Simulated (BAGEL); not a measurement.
**N2H3 (hydrazinyl radical): CASPT2(13,11)/6-31G(d) (density fitting with cc-pvqz-jkfit, spherical functions)**

What is the vertical ionisation energy of N2H3 (hydrazinyl radical) at CASPT2(13,11)/6-31G* (density fitting with cc-pvqz-jkfit, spherical functions)? 

Program for the calculation: BAGEL 1.2.2.

1 further run of the same task is left out (set aside as unsound or not needed). Runs told in other sessions of the task aren't counted.

## (1) The structure to begin with

The species is N2H3 (5 atoms), meant as a doublet with charge 0. As SMILES, `[NH]N`. The shape is that of a PBE0-D4/def2-TZVP optimisation. This is one conformer, not always the lowest.

Bond lengths: N1–N2 1.338 Å, N1–H3 1.021 Å, N2–H4 1.008 Å, N2–H5 1.012 Å. Angles: N1–N2–H4 113.9°, N1–N2–H5 120.9°, N2–N1–H3 106.1°, H4–N2–H5 114.6°.

## (2) The energy at CASPT2(13,11)/6-31G(d) (density fitting with cc-pvqz-jkfit, spherical functions)

Contents of input.json:

```json
{ "bagel": [

{
  "title": "molecule",
  "basis": "6-31gs.json",
  "df_basis": "cc-pvqz-jkfit",
  "angstrom": true,
  "geometry": [
    { "atom": "N", "xyz": [   -0.187600,   -0.818050,    0.454040 ] },
    { "atom": "N", "xyz": [   -0.128660,    0.235610,   -0.368450 ] },
    { "atom": "H", "xyz": [    0.759840,   -0.951450,    0.811270 ] },
    { "atom": "H", "xyz": [   -1.030950,    0.592300,   -0.640030 ] },
    { "atom": "H", "xyz": [    0.587360,    0.941580,   -0.256830 ] }
  ]
},
{ "title": "hf", "charge": 1 },
{ "title": "casscf", "nstate": 1, "nact": 11, "nclosed": 2, "nspin": 1, "maxiter": 200, "natocc": true },
{ "title": "print", "file": "orbitals.molden", "orbitals": true },
{ "title": "smith", "method": "caspt2", "ms": true, "xms": true, "sssr": true, "shift": 0.0, "ncore": 2 }

]}
```

The basis set 6-31G* is read from a file made from the Basis Set Exchange's data (not shown).

Launch:

```bash
$ BAGEL_NUM_THREADS=1 BAGEL input.json > input.out
```

The program printed:

```text
* using 1 threads per process

  ===============================================================
  ===============================================================

  *** Geometry ***

  { "atom" : "N", "xyz" : [     -0.354513,     -1.545890,      0.858011 ] },
  { "atom" : "N", "xyz" : [     -0.243132,      0.445238,     -0.696270 ] },
  { "atom" : "H", "xyz" : [      1.435889,     -1.797980,      1.533078 ] },
  { "atom" : "H", "xyz" : [     -1.948213,      1.119285,     -1.209481 ] },
  { "atom" : "H", "xyz" : [      1.109950,      1.779328,     -0.485338 ] },

  Number of auxiliary basis functions:      365

  Since a DF basis is specified, we compute 2- and 3-index integrals:
    o Being stored without compression. Storage requirement is 0.003 GB

  Number of basis functions:       34
  Number of electrons      :       17

    * METHOD: MOLECULE                             0.07

[... 13 lines left out ...]
    * SCF iteration converged.
[... 1 line left out ...]
    * Permanent dipole moment:
[... 22 lines left out ...]
    * Second-order optimization converged. *
[... 13 lines left out ...]
     * ci vector, state   0, <S^2> = 0.7500
[... 4 lines left out ...]
    * METHOD: CASSCF                              97.30

    * METHOD: PRINT                                0.00

  === SMITH program ===

    * freezing 2 orbitals

    * Approximate memory requirement for SMITH calulation per MPI process:
      o Storage requirement for T-amplitude, lambda, and residual is 0.00 GB
      o Storage requirement for MO integrals is 0.00 GB
    * Calculating and saving rdm4f

    * Third and Fock-weighted fourth order RDM ( 1, 1) evaluation
      will be done with 2 passes

    * Zeroth order energy : state  0       -8.9973254772

    * CASPT2 iteration is performed using redundant basis

      ---- iteration ----

        0    -0.20418856     0.01193026      0.47
        1    -0.20591864     0.00119653      0.47
        2    -0.20595049     0.00014690      0.47
        3    -0.20595086     0.00001960      0.47
        4    -0.20595087     0.00000326      0.47
        5    -0.20595087     0.00000055      0.47

      -------------------

    * CASPT2 energy : state  0     -110.8830186374
        reference weight              0.9427593504

    * METHOD: SMITH                               43.27

  ===============================================================
```

Run time: 2.4 min. Hardware: 1 thread of Arm Neoverse V2, shared host; peak memory 13 GiB.

## (3) The singlet cation at the same level

Contents of calc.json:

```json
{ "bagel": [

{
  "title": "molecule",
  "basis": "6-31gs.json",
  "df_basis": "cc-pvqz-jkfit",
  "angstrom": true,
  "geometry": [
    { "atom": "N", "xyz": [   -0.187600,   -0.818050,    0.454040 ] },
    { "atom": "N", "xyz": [   -0.128660,    0.235610,   -0.368450 ] },
    { "atom": "H", "xyz": [    0.759840,   -0.951450,    0.811270 ] },
    { "atom": "H", "xyz": [   -1.030950,    0.592300,   -0.640030 ] },
    { "atom": "H", "xyz": [    0.587360,    0.941580,   -0.256830 ] }
  ]
},
{
  "title": "hf",
  "charge": 1
},
{
  "title": "casscf",
  "nstate": 1,
  "nact": 11,
  "nclosed": 2,
  "charge": 1,
  "maxiter": 200,
  "natocc": true
},
{
  "title": "print",
  "file": "orbitals.molden",
  "orbitals": true
},
{
  "title": "smith",
  "method": "caspt2",
  "ms": true,
  "xms": true,
  "sssr": true,
  "shift": 0.0,
  "ncore": 2
}

]}
```

The basis set 6-31G* is read from a file made from the Basis Set Exchange's data (not shown).

Launch:

```bash
$ BAGEL_NUM_THREADS=1 BAGEL calc.json > calc.out
```

The program printed:

```text
* using 1 threads per process

  ===============================================================
  ===============================================================

  *** Geometry ***

  { "atom" : "N", "xyz" : [     -0.354513,     -1.545890,      0.858011 ] },
  { "atom" : "N", "xyz" : [     -0.243132,      0.445238,     -0.696270 ] },
  { "atom" : "H", "xyz" : [      1.435889,     -1.797980,      1.533078 ] },
  { "atom" : "H", "xyz" : [     -1.948213,      1.119285,     -1.209481 ] },
  { "atom" : "H", "xyz" : [      1.109950,      1.779328,     -0.485338 ] },

  Number of auxiliary basis functions:      365

  Since a DF basis is specified, we compute 2- and 3-index integrals:
    o Being stored without compression. Storage requirement is 0.003 GB

  Number of basis functions:       34
  Number of electrons      :       17

    * METHOD: MOLECULE                             0.07

[... 13 lines left out ...]
    * SCF iteration converged.
[... 1 line left out ...]
    * Permanent dipole moment:
[... 22 lines left out ...]
    * Second-order optimization converged. *
[... 17 lines left out ...]
     * ci vector, state   0, <S^2> = 0.0000
[... 6 lines left out ...]
    * METHOD: CASSCF                              96.33

    * METHOD: PRINT                                0.00

  === SMITH program ===

    * freezing 2 orbitals

    * Approximate memory requirement for SMITH calulation per MPI process:
      o Storage requirement for T-amplitude, lambda, and residual is 0.00 GB
      o Storage requirement for MO integrals is 0.00 GB
    * Calculating and saving rdm4f

    * Third and Fock-weighted fourth order RDM ( 1, 1) evaluation
      will be done with 3 passes

    * Zeroth order energy : state  0      -13.0766880263

    * CASPT2 iteration is performed using redundant basis

      ---- iteration ----

        0    -0.15774197     0.01030453      0.53
        1    -0.15893755     0.00093304      0.52
        2    -0.15895365     0.00011242      0.53
        3    -0.15895382     0.00001213      0.51
        4    -0.15895382     0.00000173      0.52
        5    -0.15895382     0.00000023      0.52

      -------------------

    * CASPT2 energy : state  0     -110.6101559936
        reference weight              0.9582753460

    * METHOD: SMITH                               65.32

  ===============================================================
```

It took 2.7 min on 1 thread of Arm Neoverse V2, shared host; peak memory 12 GiB.

## (4) Results

At CASPT2(13,11)/6-31G* (density fitting with cc-pvqz-jkfit, spherical functions), 2 core orbitals frozen:

```
                                          quantity          value
                        doublet N2H3: total energy  -110.88302 Eh
                      singlet cation: total energy  -110.61016 Eh
vertical ionisation energy (to the singlet cation)       7.425 eV
```

In words: Removing an electron at fixed nuclei costs 7.42 eV (171 kcal/mol). Only the singlet of the ionised species was computed; a triplet could lie lower.
